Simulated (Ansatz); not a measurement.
Mulliken charges of C3H5O, SMILES `[CH2]C(C)=O` radical from ωB97M-V/def2-TZVPP in Ansatz (PBE0-D4/def2-TZVP geometry).

```csv
atom,x (Å),y (Å),z (Å),charge (e)
C1,-0.781,1.000,-0.617,-0.215
C2,0.087,-0.136,-0.564,0.207
C3,0.540,-0.661,0.776,-0.274
O4,0.458,-0.679,-1.603,-0.318
H5,-1.096,1.363,-1.587,0.140
H6,-1.127,1.504,0.277,0.135
H7,0.235,-1.705,0.870,0.119
H8,1.632,-0.640,0.815,0.119
H9,0.140,-0.093,1.616,0.086
```

Task: By hand: the dipole of these point charges (1 e Å = 4.8032 D).

Result: Σ q r = (-0.179, 0.261, 0.468) e Å, of length 0.565 e Å = 2.71 D.

Task: How does the dipole of the full density compare? (Best estimate.)

Result: The calculation gave: (-0.215, 0.310, 0.500) e Å, 3.01 D; the point charges give 0.90 times that, at 3° from its direction.

Point charges leave out the atoms' own dipoles, such as those of lone pairs, and Mulliken's split depends on the basis, so the close match here is no proof of good charges.
